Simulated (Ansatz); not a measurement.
**[H···H···SiH3], doublet along the distance H1-H2**

Starting geometry:

```csv
atom,x (Å),y (Å),z (Å)
H,-2.4285,0.0000,0.0000
H,-1.6835,0.0000,0.0000
Si,0.0895,0.0000,0.0000
H,0.5395,-1.4163,0.0000
H,0.5395,0.7081,-1.2265
H,0.5395,0.7081,1.2265
```

From there H2 is moved from one fragment to the other while all else, the fragments' distance too, stays fixed; atoms are numbered as listed. Energies are in kJ/mol, counted from the starting geometry at the same level.

Basis cc-pVDZ; Ansatz 0.2.0. Only valence electrons are correlated (noble-gas cores frozen). Prefix R: restricted or restricted open-shell reference; prefix U: unrestricted. Active spaces: valence = (9e, 9o) chosen from the atoms' valence shells.

Runs in a small pair space aren't shown, since their orbitals change along the scan.

Full CI isn't at hand for all of this; UCCSDT(Q) serves as the reference, and is uncertain by about the last step of the cluster series. The frozen core follows each run's orbitals, which can shift R against U totals by a few meV.

```tsv
distance H1-H2 (Å)	UCCSDT(Q)	error UHF	error RMP2	error UCCSD	error BCCD(T)	error UCCSDT	error CASSCF (valence space)
0.693	10.1	-2.5	-0.6	-0.3	0.0	0.0	-0.9
0.745	0.0	0.0	0.0	0.0	0.0	0.0	0.0
0.793	-2.6	1.3	0.2	0.2	0.0	0.0	0.5
0.840	-1.5	1.5	0.0	0.4	0.1	0.0	0.7
0.888	1.6	0.4	-0.3	0.5	0.1	0.0	0.4
0.935	5.5	-1.8	-0.4	0.5	0.1	0.0	-0.2
0.983	10.1	-4.9	-0.7	0.3	0.0	0.0	-1.1
1.030	15.5	-8.4	-1.4	0.1	0.0	0.0	-2.2
1.078	22.8	-12.1	-2.6	-0.1	-0.1	0.0	-3.4
```

Errors are those of relative energies. In total energy the starting point itself misses UCCSDT(Q) by: UHF 438.1, RMP2 101.3, UCCSD 9.7, BCCD(T) 2.1, UCCSDT 0.2, CASSCF (valence space) 286.0 kJ/mol.

Spread of the error over the points with a reference, to 1.078 Å (largest less smallest): UCCSDT 0.0, BCCD(T) 0.2, UCCSD 0.7, RMP2 2.8, CASSCF (valence space) 4.0, UHF 13.6 kJ/mol.
